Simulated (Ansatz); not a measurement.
C3H5FO, SMILES `C/C(F)=C\O`. The species carries charge 0 and has multiplicity 1. Geometry: relaxed with PBE0-D4/def2-TZVP. It is one conformer, not always the lowest.

```xyz
10

C     0.143   -0.336   -1.179
C    -0.190   -0.575    0.242
F    -0.557   -1.856    0.488
C    -0.178    0.263    1.271
O     0.155    1.579    1.246
H    -0.718   -0.550   -1.819
H     0.444    0.698   -1.361
H     0.965   -0.983   -1.497
H    -0.453   -0.080    2.260
H     0.389    1.839    0.350
```

Task: What is the dipole moment at r2SCAN/def2-TZVPP? (Estimate.)

Result: Computed: 2.17 D, with components (0.60, 1.02, -1.82) D in this frame, pointing from negative to positive charge.

Task: And with PBE, B3LYP, ωB97M-V? (Best estimate.)

Result: The calculation gave: PBE 2.10 D, B3LYP 2.16 D, ωB97M-V 2.16 D.

Task: Give the Mulliken charges with r2SCAN, ωB97M-V, PBE in def2-TZVPP. (An estimate is asked.)

Result: The calculation gave: 
```
atom  r2SCAN  ωB97M-V    PBE
  C1   -0.11    -0.28  -0.24
  C2    0.17     0.15   0.14
  F3   -0.23    -0.22  -0.18
  C4    0.04     0.03  -0.01
  O5   -0.32    -0.29  -0.26
  H6    0.07     0.12   0.11
  H7    0.01     0.06   0.05
  H8    0.07     0.12   0.11
  H9    0.10     0.11   0.10
 H10    0.20     0.18   0.19
```

B3LYP here is the variant with VWN-RPA as its local correlation; programs differ in this.
